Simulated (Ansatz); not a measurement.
PH₃⁺, doublet: the ladder up to full CI

Geometry: a point of a stretch scan, not a stationary point.

```yaml
atoms:
  - { symbol: P, position_ang: [-0.0158, -0.0002, -0.0373] }
  - { symbol: H, position_ang: [1.8744, 0.0201, 0.4843] }
  - { symbol: H, position_ang: [-0.7063, 1.1666, 0.3298] }
  - { symbol: H, position_ang: [-0.6820, -1.1801, 0.3330] }
```

Basis 6-31G; Ansatz 0.2.0. Correlated methods freeze the noble-gas cores, which leaves 7 electrons in 14 orbitals. R marks a restricted (for open shells ROHF) determinant, U an unrestricted one. Active spaces: valence = (7e, 7o) chosen from the atoms' valence shells; pair = (3e, 3o) about the gap.

Full CI is exact within this basis and frozen core; it isn't the basis-set limit. The frozen core follows each run's orbitals, which can shift R against U totals by a few meV.

Unrestricted rows (U) aren't spin-pure: their determinants' ⟨S²⟩ exceeds S(S+1) by up to 0.15, so they mix in states of higher spin. For open shells CISD and CISDTQ are restricted-active-space CI with the open shells as a complete middle space.

```
UHF ⟨S²⟩                          : 0.896
T1 diagnostic (RCCSD)             : 0.0189
largest doubles amplitude (RCCSD) : 0.127
T1 diagnostic (UCCSD)             : 0.0493
```

| level | E − E(RHF) (eV) |
| --- | --- |
| UHF | -0.0774 |
| RMP2 | -1.6403 |
| UMP2 | -1.5489 |
| RCCSD | -2.3736 |
| UCCSD | -2.3713 |
| RCCSD(T) | -2.4046 |
| UCCSD(T) | -2.4025 |

(1) Estimate how far full CI in 6-31G lies from RCCSD(T). The table doesn't fix it; the size of (T) and the diagnostics are the guide.

(1) Full CI in 6-31G lies 14 meV below RCCSD(T), which is 46 % of the (T) step (-31 meV). A doubles amplitude is large, and the rest is a large part of (T).

The other levels:

| level | E − E(full CI) (meV) | share of correlation (%) | wall time |
| --- | --- | --- | --- |
| CISD | 144 | 94.05 | 0.3 s |
| BCCD(T) | 14 | 99.40 | 0.54 s |
| RCCSDT | 2 | 99.91 | – |
| UCCSDT | 2 | 99.90 | – |
| CISDTQ | 2 | 99.91 | 0.63 s |
| RCCSDT(Q) | 0 | 99.98 | 2.6 s |
| UCCSDT(Q) | 1 | 99.98 | 2.4 s |
| RCCSDTQ | 0 | 100.00 | 12 s |
| UCCSDTQ | 0 | 100.00 | 13 s |
| CASSCF (pair space) | 1550 | 35.92 | – |
| NEVPT2 (pair space) | 448 | 81.48 | 0.18 s |
| MRCISD (pair space) | 52 | 97.84 | – |
| MRCISD+Q (pair space) | -7 | 100.30 | 0.3 s |
| CASSCF (valence space) | 469 | 80.60 | – |
| NEVPT2 (valence space) | 119 | 95.09 | 1.1 s |
| MRCISD (valence space) | 11 | 99.55 | – |
| MRCISD+Q (valence space) | 6 | 99.76 | 1.5 s |

The correlation energy at full CI, counted from RHF, is -2.419 eV. That run took 1.1 s on 1 thread of Arm Neoverse V1, shared host over 182,260 determinants.

Times hold each run's SCF and search for its determinant on a shared host, so for small cases they say little of a method's own cost; they ran on 1 thread of Arm Neoverse V1.

More than 5 meV below full CI, which no variational method can be: MRCISD+Q (pair space).

The full-CI state has the irrep A' of Cs, in the program's axes.

Natural occupations of full CI about the gap: 1.976 1.962 1.897 0.996 0.098 0.030 0.026 0.004 0.003 0.003; effectively unpaired electrons, Σ n²(2−n)², 1.09.
